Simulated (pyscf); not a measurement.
Optimised with ωB97X-D3(BJ)/def2-SVP in PySCF.

Task: How much does it cost (ΔH, 298 K, ωB97M-D3(BJ)/def2-TZVP) to split H₂N–Ta(=O)(OH)–OH at its N–Ta bond into NH₂• + [O=Ta(OH)–OH]•?

Result: N–Ta to NH₂• + [O=Ta(OH)–OH]•: 430.6 kJ/mol. The 7 functionals that were run give +419.5 (r²SCAN) to +449.9 kJ/mol (ωB97X-D3(BJ)). The radicals are drawn with the spin at the cut bond; how far it spreads was not checked. Other isomers of [O=Ta(OH)–OH]• were not searched in full and may lie lower. Open-shell species with a d-block atom are single-reference here; other states, and whether the spin sits on metal or ligand, were not checked. Elements past Kr carry the def2 core potentials, without spin-orbit coupling.
